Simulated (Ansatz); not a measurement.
# BFHS radical: one structure at several levels

Aim: energy, forces and dipole at a structure displaced at random from a GFN2-xTB minimum, from CCSD(T) and from density functionals.

Method: single points in def2-TZVPP; program: Ansatz 0.2.0, Gaussian basis.

Cores are frozen in the correlated methods. Orbitals are unrestricted.

### Step 1. Starting geometry

SMILES `FB[S]`, 4 atoms, charge 0, spin multiplicity 2.

Atoms are counted from 1 here; the program's logs count them from 0.

Bond lengths: F1–B2 1.159 Å, B2–S3 1.675 Å, B2–H4 1.439 Å. Angles: F1–B2–S3 131.9°, F1–B2–H4 121.8°, S3–B2–H4 105.8°.

Geometry (Å):

```xyz
4

F     1.0806    0.6518   -0.4495
B     0.1183    0.1554   -0.0350
S    -1.4025   -0.0632   -0.7014
H     0.1188   -0.5910    1.1950
```

### Step 2. CCSD(T)/def2-TZVPP

run/in.yaml reads:

```yaml
crystal:
  periodic: [false, false, false]
  atoms:
    - {symbol: F, position_ang: [1.080600, 0.651800, -0.449500]}
    - {symbol: B, position_ang: [0.118300, 0.155400, -0.035000]}
    - {symbol: S, position_ang: [-1.402500, -0.063200, -0.701400]}
    - {symbol: H, position_ang: [0.118800, -0.591000, 1.195000]}
basis:
  gaussian: {orbitals: def2-TZVPP}
magnetization: {spin_polarized: true, initial_magnetization: 1}
correlation: {method: ccsd_t}
scf: {omitted_lower_state_checks: [cluster_reference]}
output: {forces: true}
```

The command line of these runs was not kept.

### Step 3. PBE0-D4/def2-TZVPP

run/in.yaml: that of step 2 with these lines changed.

```diff
@@ -10,4 +10,3 @@
 magnetization: {spin_polarized: true, initial_magnetization: 1}
-correlation: {method: ccsd_t}
-scf: {omitted_lower_state_checks: [cluster_reference]}
-output: {forces: true}
+hamiltonian: {xc: pbe0, dispersion: d4}
+output: {forces: true, orbitals: {seedname: orbitals}}
```

### Step 4. wB97M-V/def2-TZVPP

run/in.yaml: that of step 3 with these lines changed.

```diff
@@ -10,3 +10,3 @@
 magnetization: {spin_polarized: true, initial_magnetization: 1}
-hamiltonian: {xc: pbe0, dispersion: d4}
-output: {forces: true, orbitals: {seedname: orbitals}}
+hamiltonian: {xc: {name: wB97M-V}}
+output: {forces: true}
```

### Step 5. r2SCAN-D4/def2-TZVPP

run/in.yaml: that of step 4 with these lines changed.

```diff
@@ -10,3 +10,3 @@
 magnetization: {spin_polarized: true, initial_magnetization: 1}
-hamiltonian: {xc: {name: wB97M-V}}
+hamiltonian: {xc: r2scan, dispersion: d4}
 output: {forces: true}
```

### Step 6. PBE-D4/def2-TZVPP

run/in.yaml: that of step 5 with these lines changed.

```diff
@@ -10,3 +10,3 @@
 magnetization: {spin_polarized: true, initial_magnetization: 1}
-hamiltonian: {xc: r2scan, dispersion: d4}
+hamiltonian: {xc: pbe, dispersion: d4}
 output: {forces: true}
```

### Step 7. LC-wPBE/def2-TZVPP

run/in.yaml: that of step 6 with these lines changed.

```diff
@@ -10,3 +10,3 @@
 magnetization: {spin_polarized: true, initial_magnetization: 1}
-hamiltonian: {xc: pbe, dispersion: d4}
+hamiltonian: {xc: {name: LC-wPBE}}
 output: {forces: true}
```

### Step 8. CAM-B3LYP-D4/def2-TZVPP

run/in.yaml: that of step 7 with these lines changed.

```diff
@@ -10,3 +10,3 @@
 magnetization: {spin_polarized: true, initial_magnetization: 1}
-hamiltonian: {xc: {name: LC-wPBE}}
+hamiltonian: {xc: {name: CAM-B3LYP}, dispersion: d4}
 output: {forces: true}
```

(Steps that only read results are left out.)

Q: Predict the outcome of this session. Wanted: energy less free atoms, CCSD(T)/def2-TZVPP; RMS force component; RMS force error; HOMO and LUMO, PBE0-D4; T1 diagnostic.

The runs gave:

| quantity | value |
| --- | --- |
| energy less free atoms, CCSD(T)/def2-TZVPP | -296.7 kcal/mol |
| RMS force component | 4.754 to 5.001 eV/Å over the methods |
| RMS force error | PBE0-D4 0.311, wB97M-V 0.182, r2SCAN-D4 0.347, PBE-D4 0.402, LC-wPBE 0.160, CAM-B3LYP-D4 0.263 eV/Å |
| HOMO and LUMO, PBE0-D4 | -8.23 and -4.46 eV |
| T1 diagnostic | 0.020 |

**Reading.** Against CCSD(T) the functionals' energies less atoms differ by -26.4 to -13.2 kcal/mol, PBE-D4 by -26.4 kcal/mol. CCSD(T) in triple zeta still lacks some correlation energy of the bonds, so part of these gaps is its own basis error and they don't rank the functionals. The forces of LC-wPBE come nearest to CCSD(T), those of PBE-D4 are farthest. Frozen-core CCSD(T) forces in triple zeta carry basis errors of their own, and this is one geometry, so small gaps rank nothing.
